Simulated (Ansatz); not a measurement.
**Worked example: correlation energy of Ga–PH–Ge, quartet**

Geometry: displaced at random from a stationary point.

| atom | x (Å) | y (Å) | z (Å) |
| --- | --- | --- | --- |
| Ga | 0.0023 | -0.5125 | 2.4101 |
| P | 0.0012 | -0.2150 | -0.0636 |
| Ge | 0.0494 | -0.4617 | -2.5452 |
| H | -0.0529 | 1.1892 | 0.1987 |

Basis cc-pVDZ; Ansatz 0.2.0. Correlated methods freeze the noble-gas cores and the filled d shells of p-block atoms, which leaves 13 electrons in 44 orbitals. R marks a restricted (for open shells ROHF) determinant, U an unrestricted one. No spin–orbit coupling is included, and no scalar relativity.

Full CI isn't at hand for all of this; UCCSDT(Q) serves as the reference, and is uncertain by the last step of the cluster series or more.

UCCSD has a T1 diagnostic of 0.030 and a largest doubles amplitude of 0.05.

Runs differ by some tens of microhartree through their thresholds and, for an open shell, their frozen cores, so steps under 0.03 kcal/mol mean nothing.

Here the R and U totals at CCSDT(Q) differ by 0.21 kcal/mol, a measure of how far such totals hang on the determinant and its frozen core.

| level | total energy (hartree) |
| --- | --- |
| UHF | -4339.815983 |
| UMP2 | -4340.009951 |
| UCCSD | -4340.055745 |
| UCCSD(T) | -4340.064366 |
| UCCSDT | -4340.066336 |
| UCCSDT(Q) | -4340.067116 |

Question: What is the correlation energy at UCCSDT(Q), and what share of it do UMP2 and UCCSD(T) recover?

Answer: E(corr) = -4340.067116 − (-4339.815983) = -0.251133 hartree = -6.834 eV. UMP2: -0.193968 / -0.251133 = 77.24 %. UCCSD(T): -0.248383 / -0.251133 = 98.90 %.

Question: By how many kcal/mol does UCCSD(T) miss UCCSDT(Q) (1 hartree = 627.509 kcal/mol), and which steps make up the rest?

Answer: -4340.064366 − (-4340.067116) = 0.002750 hartree = 1.73 kcal/mol. Steps: UCCSDT − UCCSD(T) = -1.24, UCCSDT(Q) − UCCSDT = -0.49 kcal/mol. Differences between like states or geometries often cancel part of this.
